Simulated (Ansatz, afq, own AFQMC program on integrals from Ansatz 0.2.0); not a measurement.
**Where AFQMC and coupled cluster stand for GeNH, singlet**

| atom | x (Å) | y (Å) | z (Å) |
| --- | --- | --- | --- |
| Ge | 0.0000 | 0.0000 | 1.4305 |
| N | 0.0000 | 0.0000 | -0.2139 |
| H | 0.0000 | 0.0000 | -1.2166 |

Connectivity, by distances: Ge–NH.

Basis cc-pVTZ. Only valence electrons are correlated. Integrals, coupled cluster, full CI and functionals: Ansatz 0.2.0; the random walks run on the same integrals in our own AFQMC program. The CISD trial takes its coefficients from CCSD amplitudes. Released means that phaseless walkers are propagated on without the constraint, phases kept. Error bars are statistical, one sigma. No spin–orbit coupling.

Determinant: RHF, the one that the program's search chose, which needn't be the lowest solution. The geometry is a PBE0/def2-TZVP stationary point of this or a neighbouring charge and spin state.

No full CI on the walks' own integrals is used here. The released AFQMC energy serves as the reference, which it does only where one determinant dominates, the energy is flat over the last release times and near the phaseless one (40 meV or 2 meV an electron, half that with transition metals). On small molecules, where full CI could be run and the noise was under 10 meV, such values lay within 10 meV of it in 19 cases of 20, a flattering rate, since the rule was set on those same cases; what remains of the bias isn't in the error bar.

Cautions: no relativity below Rb; no spin-orbit coupling; inner d shell frozen; raised T1 diagnostic (T1 0.025, weight of the determinant 0.86, largest double 0.08); the released value is read at 2.40 1/Eh (meV from the phaseless value at times in 1/Eh: -16 ± 6 at 0.24, -22 ± 4 at 0.51, -27 ± 4 at 0.99, -32 ± 4 at 1.62, -26 ± 5 at 2.40).

```
T1 diagnostic                               : 0.0253
weight of the determinant in the CISD state : 0.861
size of the correlated space                : 10 electrons in 72 orbitals
```

Reference: AFQMC with the constraint released, correlation energy -9.139 ± 0.005 eV.

| level | E − E(reference) (meV) | share of correlation (%) |
| --- | --- | --- |
| HF | 9138.8 ± 5.3 | 0.00 |
| MP2 | 655.1 ± 5.3 | 92.83 |
| CCSD | 550.8 ± 5.3 | 93.97 |
| CCSD(T) | 47.7 ± 5.3 | 99.48 |
| CCSDT | 44.0 ± 5.3 | 99.52 |
| CCSDT(Q) | -10.1 ± 5.3 | 100.11 |
| ph-AFQMC/HF | -102.9 ± 24.3 | 101.13 |
| ph-AFQMC/CISD | 26.2 ± 7.8 | 99.71 |

CCSDT and higher add their correlation energy to the determinant of the CCSD(T) run, since their own runs factorise the integrals more tightly (a shift of under 2 meV). A walk keeps the symmetry of its determinant, which the program's search chose and which needn't be the lowest solution, so a lower state of the same spin and another symmetry isn't excluded. Released energies are given only where the last usable release times agree within the noise; a slower fall can still hide under it.
